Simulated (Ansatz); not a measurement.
**Spin states of GeAs, each at its own bond length**

Ansatz 0.2.0, basis cc-pVTZ; geometries are PBE0/def2-TZVP minima. Wave-function levels freeze the cores with the filled d shells of p-block atoms; HF, MP2 and coupled cluster are restricted for singlets and unrestricted otherwise, restricted open-shell where a d shell is frozen, Kohn–Sham unrestricted where that lies lower. MRCISD+Q stands on CASSCF in the full valence space. The reference is CCSDT(Q) (coupled cluster only where its series has nearly closed). Semilocal and hybrid functionals correlate all electrons outside any core potential and usually lie nearer their basis limit than the reference, so part of their error here is the reference's basis and frozen-core error; RPA and the MP2 part of double hybrids freeze the same cores as the reference. None of these values is a measured one. Energies are electronic, without zero-point terms. No spin–orbit coupling and no scalar relativity. The species are chosen: bound, without strong static correlation by their natural occupations or amplitudes, and with a ladder that closes on the reference, so errors are smaller than for species at large; levels whose determinant breaks symmetry or spin markedly are left out.

A. quartet; Ge–As 2.531. Coordinates (Å): Ge 0.000 0.000 0.000; As 0.000 0.000 2.531
B. doublet; Ge–As 2.244. Coordinates (Å): Ge 0.000 0.000 0.000; As 0.000 0.000 2.244

Q: From bonding and spin, estimate the order of these in energy at CCSDT(Q), each at its own geometry.

A: At CCSDT(Q), above the lowest of those listed: B (0.0 kJ/mol), A (141.1 kJ/mol).

| level | A less B (kJ/mol) |
| --- | --- |
| CCSDT(Q) | 141.1 |
| MP2 | 140.6 |
| CCSD(T) | 139.7 |
| CCSDT | 139.3 |
| MRCISD+Q | 142.7 |
| PBE | 148.5 |
| r2SCAN | 141.0 |
| PBE0 | 134.0 |
| B3LYP | 145.7 |

Every level shown puts the same form lowest.

The geometries are PBE0's, not this basis's own minima.
